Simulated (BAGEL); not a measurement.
**HF/def2-SVPD (density fitting with qzvpp-jkfit) run of C2H3FO (SMILES FC1CO1)**

What is the energy change on altering one bond length of C2H3FO at HF/def2-SVPD (density fitting with qzvpp-jkfit)? 

The results are computed with BAGEL 1.2.2.

6 further runs of the same task are left out: 5 that didn't finish, 1 set aside as unsound or not needed.

## 1. Starting point

C2H3FO has 7 atoms, charge 0, and is taken as a singlet. As SMILES, `FC1CO1`. Geometry: relaxed at PBE0-D4/def2-TZVP.

Bond lengths: F1–C2 1.351 Å, C2–C3 1.449 Å, C2–O4 1.374 Å, C3–O4 1.439 Å, C2–H5 1.087 Å, C3–H6 1.086 Å, C3–H7 1.086 Å. Some angles: F1–C2–C3 118.9°, F1–C2–O4 115.5°, C3–C2–O4 61.2°, C2–C3–O4 56.8°, C2–O4–C3 62.0°, F1–C2–H5 110.6°, C3–C2–H5 124.3°, O4–C2–H5 117.4°, C2–C3–H6 120.8°, C2–C3–H7 118.0°.

## 2. A single-point energy at HF/def2-SVPD (density fitting with qzvpp-jkfit)

Contents of job.json:

```json
{ "bagel" : [

{
  "title" : "molecule",
  "basis" : "def2-svpd.json",
  "df_basis" : "qzvpp-jkfit",
  "angstrom" : true,
  "geometry" : [
    { "atom" : "F", "xyz" : [   -1.230100,   -1.269700,   -0.057100 ] },
    { "atom" : "C", "xyz" : [   -0.627800,   -0.077500,   -0.262000 ] },
    { "atom" : "C", "xyz" : [    0.671400,    0.163600,    0.333400 ] },
    { "atom" : "O", "xyz" : [    0.484900,   -0.107900,   -1.067700 ] },
    { "atom" : "H", "xyz" : [   -1.366000,    0.696000,   -0.457000 ] },
    { "atom" : "H", "xyz" : [    0.995700,    1.172200,    0.572500 ] },
    { "atom" : "H", "xyz" : [    1.133100,   -0.644700,    0.892200 ] }
  ]
},
{
  "title" : "hf"
},
{
  "title" : "print",
  "file" : "orbitals.molden",
  "orbitals" : true
}

]}
```

The basis set def2-SVPD is read from a file made from the Basis Set Exchange's data (not shown).

On the command line:

```console
BAGEL_NUM_THREADS=1 BAGEL job.json > job.out
```

The log of the run:

```text
* using 1 threads per process

  ===============================================================
  ===============================================================

  *** Geometry ***

  { "atom" : "F", "xyz" : [     -2.324552,     -2.399385,     -0.107903 ] },
  { "atom" : "C", "xyz" : [     -1.186370,     -0.146454,     -0.495108 ] },
  { "atom" : "C", "xyz" : [      1.268762,      0.309159,      0.630035 ] },
  { "atom" : "O", "xyz" : [      0.916328,     -0.203901,     -2.017661 ] },
  { "atom" : "H", "xyz" : [     -2.581366,      1.315249,     -0.863605 ] },
  { "atom" : "H", "xyz" : [      1.881600,      2.215137,      1.081868 ] },
  { "atom" : "H", "xyz" : [      2.141249,     -1.218306,      1.686014 ] },

  Number of auxiliary basis functions:      358

  Since a DF basis is specified, we compute 2- and 3-index integrals:
    o Being stored without compression. Storage requirement is 0.035 GB

  Number of basis functions:      110
  Number of electrons      :       32

    * METHOD: MOLECULE                             0.13

  *** RHF ***

  === Nuclear Repulsion ===
   124.0947693022

      * DIIS with orbital gradients will be used.

  === RHF iteration (def2-svpd.json) ===
      0       -251.29086253          0.01953342           0.04
      1       -251.45171167          0.01403272           0.04
      2       -251.54403980          0.00170532           0.04
      3       -251.54601906          0.00058337           0.04
      4       -251.54619740          0.00014461           0.04
      5       -251.54621576          0.00006274           0.04
      6       -251.54621893          0.00002510           0.04
      7       -251.54621957          0.00000361           0.04
      8       -251.54621958          0.00000110           0.04
      9       -251.54621958          0.00000063           0.04
     10       -251.54621958          0.00000015           0.04
     11       -251.54621958          0.00000008           0.04
     12       -251.54621958          0.00000002           0.04
     13       -251.54621958          0.00000001           0.04
    * SCF iteration converged.

    * Permanent dipole moment:
           (   -0.082298,    -0.761634,    -0.704180) a.u.

    * METHOD: HF                                   0.72

    * METHOD: PRINT                                0.02

  ===============================================================
```

It took 1 s on 1 thread of Arm Neoverse V2, shared host; peak memory 0.11 GiB.

## 3. The distorted shape at the same level

job.json: that of step 2 with these lines changed.

```diff
@@ -8,3 +8,3 @@
   "geometry" : [
-    { "atom" : "F", "xyz" : [   -1.230100,   -1.269700,   -0.057100 ] },
+    { "atom" : "F", "xyz" : [   -1.711943,   -2.223467,    0.106821 ] },
     { "atom" : "C", "xyz" : [   -0.627800,   -0.077500,   -0.262000 ] },
@@ -17,10 +17,4 @@
 },
-{
-  "title" : "hf"
-},
-{
-  "title" : "print",
-  "file" : "orbitals.molden",
-  "orbitals" : true
-}
+{ "title" : "hf" },
+{ "title" : "print", "file" : "orbitals.molden", "orbitals" : true }
```

The basis set def2-SVPD is read from a file made from the Basis Set Exchange's data (not shown).

On the command line:

```console
BAGEL_NUM_THREADS=1 BAGEL job.json > job.out
```

The log of the run:

```text
* using 1 threads per process

  ===============================================================
  ===============================================================

  *** Geometry ***

  { "atom" : "F", "xyz" : [     -3.235103,     -4.201744,      0.201862 ] },
  { "atom" : "C", "xyz" : [     -1.186370,     -0.146454,     -0.495108 ] },
  { "atom" : "C", "xyz" : [      1.268762,      0.309159,      0.630035 ] },
  { "atom" : "O", "xyz" : [      0.916328,     -0.203901,     -2.017661 ] },
  { "atom" : "H", "xyz" : [     -2.581366,      1.315249,     -0.863605 ] },
  { "atom" : "H", "xyz" : [      1.881600,      2.215137,      1.081868 ] },
  { "atom" : "H", "xyz" : [      2.141249,     -1.218306,      1.686014 ] },

  Number of auxiliary basis functions:      358

  Since a DF basis is specified, we compute 2- and 3-index integrals:
    o Being stored without compression. Storage requirement is 0.035 GB

  Number of basis functions:      110
  Number of electrons      :       32

    * METHOD: MOLECULE                             0.13

  *** RHF ***

  === Nuclear Repulsion ===
   104.9369094952

      * DIIS with orbital gradients will be used.

  === RHF iteration (def2-svpd.json) ===
      0       -250.92850257          0.02349370           0.04
      1       -250.60059600          0.03666660           0.04
      2       -251.34123468          0.00501835           0.04
      3       -251.35226649          0.00223022           0.04
      4       -251.35545642          0.00063212           0.04
      5       -251.35578366          0.00020164           0.04
      6       -251.35584396          0.00008410           0.04
      7       -251.35585871          0.00002899           0.04
      8       -251.35586017          0.00001906           0.04
      9       -251.35586060          0.00000702           0.04
     10       -251.35586071          0.00000338           0.04
     11       -251.35586072          0.00000150           0.04
     12       -251.35586072          0.00000081           0.04
     13       -251.35586072          0.00000043           0.04
     14       -251.35586073          0.00000019           0.04
     15       -251.35586073          0.00000014           0.04
     16       -251.35586073          0.00000007           0.04
     17       -251.35586073          0.00000004           0.04
     18       -251.35586073          0.00000002           0.04
     19       -251.35586073          0.00000001           0.04
    * SCF iteration converged.

    * Permanent dipole moment:
           (   -1.615907,    -2.973662,    -0.320192) a.u.

    * METHOD: HF                                   0.99

    * METHOD: PRINT                                0.02

  ===============================================================
```

Wall time 1.3 s (1 thread of Arm Neoverse V2, shared host); peak memory 0.11 GiB.

## 4. Outcome

At HF/def2-SVPD (density fitting with qzvpp-jkfit):

| quantity | value |
| --- | --- |
| first shape: total energy | -251.54622 Eh |
| first shape: dipole moment | 2.64 D |
| first shape: HOMO energy | -12.83 eV |
| first shape: LUMO energy | 2.64 eV |
| first shape: HOMO–LUMO gap | 15.47 eV |
| distorted shape: total energy | -251.35586 Eh |
| distorted shape: dipole moment | 8.64 D |
| distorted shape: HOMO energy | -11.80 eV |
| distorted shape: LUMO energy | -0.76 eV |
| distorted shape: HOMO–LUMO gap | 11.03 eV |
| energy change with the F1–C2 bond stretched from 1.351 to 2.432 Å | 5.180 eV |

**Reading.** With the F1–C2 bond stretched from 1.351 to 2.432 Å the energy rises by 5.18 eV (500 kJ/mol). The first shape isn't relaxed at this level, so the change isn't measured from a minimum. A restricted reference can't describe the breaking bond well at this length.
